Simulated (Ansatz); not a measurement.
# SiHCl2 radical: up Jacob's ladder to CCSD(T)

The task here is to estimate one member of a computed series from the others.

The runs use Ansatz 0.2.0, Gaussian basis; functionals in def2-TZVPP, the program's frozen cores in correlated methods.

The runs, in order: LDA (SPW92), PBE-D4, revPBE-D4, BLYP-D4, r2SCAN-D4, B97M-V, PBE0-D4, B3LYP-D4, r2SCANh-D4, r2SCAN0-D4, HSE06-D4, BHLYP-D4, CAM-B3LYP-D4, LC-ωPBE, ωB97X-V, ωB97M-V, B2PLYP, PBE-QIDH; CCSD(T)/def2-SVP; CCSD(T)/def2-TZVPP; CCSD(T)/def2-QZVPP; extrapolation to the limit; RPA on PBE.

### The relaxed structure

All runs share one geometry, relaxed beforehand with PBE0-D4 in a triple-zeta def2 set.

SMILES `Cl[SiH]Cl`, 4 atoms, charge 0, spin multiplicity 2.

Atoms are counted from 1 here; the program's logs count them from 0.

Bond lengths: Cl1–Si2 2.047 Å, Si2–Cl3 2.047 Å, Si2–H4 1.488 Å. Angles: Cl1–Si2–Cl3 110.2°, Cl1–Si2–H4 108.0°, Cl3–Si2–H4 108.0°.

Coordinates:

```csv
atom,x (Å),y (Å),z (Å)
Cl1,-1.6466,0.1778,0.8894
Si2,0.1876,-0.4142,0.2000
Cl3,0.2509,-0.2813,-1.8417
H4,1.2082,0.5177,0.7524
```

Set-up of the first run:

Contents of in.yaml:

```yaml
crystal:
  periodic: [false, false, false]
  atoms:
    - {symbol: Cl, position_ang: [-1.646644, 0.177814, 0.889382]}
    - {symbol: Si, position_ang: [0.187626, -0.414158, 0.199985]}
    - {symbol: Cl, position_ang: [0.250858, -0.281336, -1.841739]}
    - {symbol: H, position_ang: [1.208160, 0.517690, 0.752372]}
basis:
  gaussian: {orbitals: def2-TZVPP}
magnetization: {spin_polarized: true, initial_magnetization: 1}
hamiltonian: {xc: lda}
output: {orbitals: {seedname: orbitals}}
```

Launch:

```sh
$ ansatz run in.yaml --threads 2 --pin off --events-out ev --progress --plain --max-ram 32768MiB --backend cpu
```

Among the steps run: LDA; PBE-D4 (GGA); revPBE-D4 (GGA); BLYP-D4 (GGA); r2SCAN-D4 (meta-GGA); B97M-V (meta-GGA); PBE0-D4 (hybrid); B3LYP-D4 (hybrid); r2SCANh-D4 (hybrid); r2SCAN0-D4 (hybrid); HSE06-D4 (hybrid); BHLYP-D4 (hybrid); CAM-B3LYP-D4 (range-separated); LC-ωPBE (range-separated); ωB97X-V (range-separated); ωB97M-V (range-separated); B2PLYP (double hybrid); PBE-QIDH (double hybrid).

One table of the session follows, with a row left open; its other results are not shown here.

It belongs to the step «Orbital energies across the functionals». 

```
  functional  HOMO (eV)  LUMO (eV)  gap (eV)
 LDA (SPW92)          ?          ?         ?
      PBE-D4      -5.55      -3.94      1.61
   revPBE-D4      -5.54      -3.80      1.74
     BLYP-D4      -5.35      -3.97      1.38
   r2SCAN-D4      -5.94      -3.48      2.46
      B97M-V      -5.67      -4.07      1.60
     PBE0-D4      -6.76      -3.06      3.70
    B3LYP-D4      -6.47      -3.46      3.02
  r2SCANh-D4      -6.38      -3.19      3.19
  r2SCAN0-D4      -7.03      -2.75      4.28
    HSE06-D4      -6.36      -3.44      2.92
    BHLYP-D4      -7.78      -2.28      5.50
CAM-B3LYP-D4      -7.99      -2.18      5.80
     LC-ωPBE      -9.43      -0.76      8.67
     ωB97X-V      -8.91      -1.31      7.60
     ωB97M-V      -8.51      -1.43      7.08
```

**Question.** Estimate the row for LDA (SPW92).

As computed: HOMO (eV): -5.52; LUMO (eV): -4.37; gap (eV): 1.15. In the column «HOMO (eV)» it lies between revPBE-D4 (-5.54) and BLYP-D4 (-5.35).
